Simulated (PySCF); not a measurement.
# H4NO: the cost of one run

Programs: PySCF 2.14.0. All values are calculated, for the isolated system unless a continuum is named. Atoms count from 0, parts from 1.

### Step 1. The system as given

6 atoms, charge -1, multiplicity 1; geometry: GFN2-xTB. Parts: 1 = atoms 0–3, `N`, charge 0; 2 = atoms 4–5, `[OH-]`, charge -1.

### Step 2. Relaxing the molecule at PBE0-D3(BJ)/def2-SVPD

What the job is given:

```
{"job": {"xc": "PBE0", "basis": "def2-SVPD", "d3": "d3bj", "grid": 2, "kind": "geom", "shake": 0.01}, "charge": -1, "multiplicity": 1, "parts": [{"atoms": "0-3", "charge": 0, "multiplicity": 1}, {"atoms": "4-5", "charge": -1, "multiplicity": 1}]}
N     -0.135451    -0.129040     0.203066
H     -0.271267     0.906488     0.157202
H     -0.748851    -0.451005    -0.769963
H      0.850459    -0.263338    -0.067391
O     -1.402682    -0.830461    -1.954502
H     -2.164153    -1.270451    -1.564232
```

Started as:

```bash
> OMP_NUM_THREADS=1 python cluster_run.py task.json out
```

One launch serves the whole session: the jobs run in the order shown.

Q: Estimate the wall time and peak memory of this first job on 1 thread of Intel Xeon Platinum 8259CL at 2.50GHz, shared host.

About 13 s, with a peak of 0.35 GiB.
